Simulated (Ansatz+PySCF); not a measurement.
Values are calculated unless marked as measured or tabulated.
A run of Ansatz (development build ahead of 0.2.0) on singlet CO₂ at this shape:

```xyz
3

O     0.0000    0.0000   -1.2521
C     0.0000    0.0000    0.0000
O     0.0000    0.0000    1.2521
```

Its results:

* Converged: yes
* Reference energy: -187.43485 hartree
* Correlation energy: -0.51010 hartree
* Total energy: -187.94495 hartree
* Spin squared of the determinant: 0.000
* Stability test: minimum among restricted orbitals
* Occupied orbitals by symmetry in an Abelian subgroup (alpha; beta): 4 Ag 3 B1u 1 B2g 1 B2u 1 B3g 1 B3u; 4 Ag 3 B1u 1 B2g 1 B2u 1 B3g 1 B3u

**Question.** Which input gives this output? Name the method, the orbitals and the basis set, and write the input.

**Answer.** RHF-MP2 in def2-SVP. An unrestricted run that stays on the closed shell gives the same numbers.

```yaml
crystal:
  periodic: [false, false, false]
  atoms:
    - { symbol: O, position_ang: [0.0, 0.0, -1.25205] }
    - { symbol: C, position_ang: [0.0, 0.0, 0.0] }
    - { symbol: O, position_ang: [0.0, 0.0, 1.25205] }
basis:
  gaussian: { orbitals: def2-SVP }
hamiltonian:
  xc: hf
correlation:
  method: mp2
  frozen_orbitals: { C: 1, O: 1 }
```
